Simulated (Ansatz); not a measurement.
```xyz
12

C     0.719   -1.004   -0.285
C    -0.111    0.239    0.013
N    -1.034    0.102    1.117
S     1.082    1.561    0.408
S    -1.196    0.665   -1.398
H     1.320   -1.266    0.590
H     1.392   -0.852   -1.132
H     0.053   -1.836   -0.518
H    -0.523    0.035    1.988
H    -1.606   -0.727    1.000
H     0.159    2.523    0.566
H    -0.255    0.558   -2.350
```

Total charge 0; spin multiplicity 1.

(1) List the PBE0/def2-TZVPP orbital energies in eV (Ansatz). (Estimate.)

## Answers

(1) Ansatz gave: Occupied: -2422.38, -2422.35, -391.40, -281.12, -278.42, -217.72, -217.69, -161.58, -161.54, -161.48, -161.45, -161.34, -161.30, -25.94, -22.13, -20.25, -20.02, -16.25, -14.51, -13.46, -12.49, -12.24, -11.10, -10.54, -10.32, -9.23, -7.77, -7.34, -6.64. Lowest empty: -0.11, 0.90, 1.10, 1.48, 1.89, 2.42, 2.76, 3.35.
